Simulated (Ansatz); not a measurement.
```yaml
crystal:
  periodic: [false, false, false]
  atoms:
    - {symbol: C, position_ang: [0.964153, 0.330593, -0.788579]}
    - {symbol: N, position_ang: [0.593348, -0.891305, -0.816171]}
    - {symbol: C, position_ang: [-0.419061, -1.229786, -0.046338]}
    - {symbol: N, position_ang: [-1.082080, -0.322003, 0.831054]}
    - {symbol: C, position_ang: [-0.602246, 0.876097, 0.791687]}
    - {symbol: N, position_ang: [0.484697, 1.254219, 0.058687]}
    - {symbol: H, position_ang: [1.884560, 0.650840, -1.409094]}
    - {symbol: H, position_ang: [-0.772856, -2.297434, -0.043646]}
    - {symbol: H, position_ang: [-1.000329, 1.599144, 1.432922]}
basis:
  gaussian: {orbitals: def2-TZVP, final_grid: {core_spheres: 8, valence_spheres: 7, degree: 23}}
total_charge: -1
magnetization: {spin_polarized: true, initial_magnetization: 1}
hamiltonian: {xc: {name: HSE06}}
correlation: {method: rpa, electrons: all}
outputs: {forces: true}
```

```sh
$ ansatz run in.yaml --threads 4 --pin off --events-out ev --progress --plain --max-ram 10444MiB
```

Task: How does Ansatz answer? (Best estimate.)

Result: The calculation gave: The input was rejected before any iteration.
```
Error: YAML parse error: error: line 19 column 1: unknown field `outputs`, expected one of crystal, accuracy, basis, kpoints, hamiltonian, magnetization, projection, total_charge, correlation, batch, efield, external_charges, scf, relax, neb, saddle, md, ramp, phonons, dielectric, real_time, elastic, magnetic_configurations, gw, evaluate, workflow, output, checkpoint, execution
17 | hamiltonian: {xc: {name: HSE06}}
18 | correlation: {method: rpa, electrons: all}
19 | outputs: {forces: true}
```

HSE06 is defined as in plane-wave codes.
